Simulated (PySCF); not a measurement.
Results of PBE0 (PySCF, GTH pseudopotentials, Gaussian basis) for zinc-blende AlP.

The same calculation (at the measured cell, 20.380 Å³/atom) with different numerical settings; throughout: k mesh 2×2×2:

| run | basis | gap on the mesh (eV) | total energy (eV/atom) |
|---|---|---|---|
| 1 | DZ | 3.207 | -117.6793 |
| 2 | TZ | 3.231 | -117.8084 |
| 3 | QZ | 3.231 | -117.8523 |

In the column total energy (eV/atom) the first row differs from the last by +0.1730 and the next to last by +0.0439.

The last row is no converged limit: other settings stay fixed.
